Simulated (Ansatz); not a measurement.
C3H6NO, SMILES CCC([NH])=O, a geometry optimisation

Program: the Python package of Ansatz (0.2.0).

Run as a notebook:

```python
import itertools

import ansatz as az
from ase.data import atomic_numbers, covalent_radii
import numpy as np
```

```python
c3h6no = (
    az.Crystal.molecule()
    .atom('C', (-1.3324, -0.3917, 0.1574))
    .atom('C', (-0.2741, 0.4691, -0.5226))
    .atom('C', (1.0356, 0.3585, 0.1926))
    .atom('N', (1.9577, -0.6681, -0.1638))
    .atom('O', (1.3081, 1.1478, 1.136))
    .atom('H', (-1.0241, -1.4592, 0.1512))
    .atom('H', (-2.295, -0.2968, -0.3879))
    .atom('H', (-1.4841, -0.0593, 1.2068))
    .atom('H', (-0.609, 1.529, -0.5302))
    .atom('H', (-0.1513, 0.1388, -1.5766))
    .atom('H', (2.8684, -0.7679, 0.337))
)
```

```python
base = (
    c3h6no.calculation()
    .basis(gaussian='6-31G*')
    .functional('b3lyp')
    .spin('collinear', total=1)
)
symbols = [site.symbol for site in c3h6no.cartesian_sites]
start = np.array([site.position_ang for site in c3h6no.cartesian_sites], dtype=float)
summary = base.relax(force_tolerance=0.02).run(threads=1).report
end = np.array(summary['positions_ang'])
```

```python
for key in ('converged', 'free_energy_ev', 'reference_energy_ev', 'n_frozen', 'n_occupied', 'n_virtual'):
    print(f'{key:22s} {summary[key]}')

# pairs closer than 1.2 times the sum of covalent radii, before or after
radius = [covalent_radii[atomic_numbers[s]] for s in symbols]
span = lambda where, i, j: np.linalg.norm(where[i] - where[j])
bonded = [(i, j) for i, j in itertools.combinations(range(len(symbols)), 2) if min(span(start, i, j), span(end, i, j)) < 1.2 * (radius[i] + radius[j])]
print('pair        before    after (A)')
for i, j in bonded:
    print(f'{symbols[i]}{i}-{symbols[j]}{j}'.ljust(10), f'{span(start, i, j):8.4f} {span(end, i, j):8.4f}')
with open('c3h6no_opt.xyz', 'w') as handle:
    handle.write(f'{len(symbols)}\nrelaxed C3H6NO\n')
    handle.writelines(f'{s:2s} {x:11.6f} {y:11.6f} {z:11.6f}\n' for s, (x, y, z) in zip(symbols, end))
```

    converged              True
    free_energy_ev         -6744.224457401371
    reference_energy_ev    -6744.224457401371
    n_frozen               0
    n_occupied             [20, 19]
    n_virtual              [67, 68]
    pair        before    after (A)
    C0-C1        1.5243   1.5399
    C0-H5        1.1111   1.0945
    C0-H6        1.1104   1.0947
    C0-H7        1.1112   1.0947
    C1-C2        1.4963   1.5096
    C1-H8        1.1116   1.0950
    C1-H9        1.1113   1.0962
    C2-N3        1.4252   1.3660
    C2-O4        1.2599   1.2430
    N3-H10       1.0441   1.0282

`c3h6no_opt.xyz`, as written:
```text
11
relaxed C3H6NO
C    -1.350831   -0.389348    0.152089
C    -0.250529    0.444966   -0.529405
C     1.062668    0.328844    0.206024
N     1.872228   -0.731155   -0.088888
O     1.359085    1.041975    1.179965
H    -1.083181   -1.450538    0.163654
H    -2.299324   -0.278814   -0.383203
H    -1.498411   -0.059512    1.185394
H    -0.532893    1.502779   -0.545501
H    -0.107492    0.107974   -1.562693
H     2.828481   -0.516973    0.222466
```

Notes:
- Total energies depend on the basis set; only differences at equal settings carry meaning.
- The end point is the stationary point reached from this start; no frequency run checks that it is a minimum, and the basis set is modest.
- The run takes the species as open-shell (spin multiplicity 2), which needn't be its ground state.
- b3lyp holds the VWN-RPA fit, as in Gaussian; the form of ORCA and Turbomole is b3lyp5.
- Finished in 59 s on 1 thread of Arm Neoverse V2 (shared host), peak memory 0.32 GiB.
